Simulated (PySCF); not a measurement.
CS₂, optimised at PBE/def2-SVP:

```xyz
3

C      0.0000     0.0000     0.0000
S      0.9188     0.9276    -0.8720
S     -0.9188    -0.9276     0.8720
```

Method: PySCF energies (xtb for GFN2) plus ideal-gas RRHO corrections (1 bar). 6-31G* has spherical d functions here. All species are closed-shell singlets. B3LYP is the form with VWN-RPA correlation.

List the harmonic frequencies (cm⁻¹, unscaled) at this level and at the other levels, each on its own geometry.


- PBE/def2-SVP: 389, 389, 667, 1571
- B3LYP/6-31G*: 405, 405, 674, 1560
- GFN2-xTB: 304, 304, 704, 1648
- HF/6-31G*: 445, 445, 724, 1585
- PBE0/def2-TZVP: 413, 413, 692, 1597
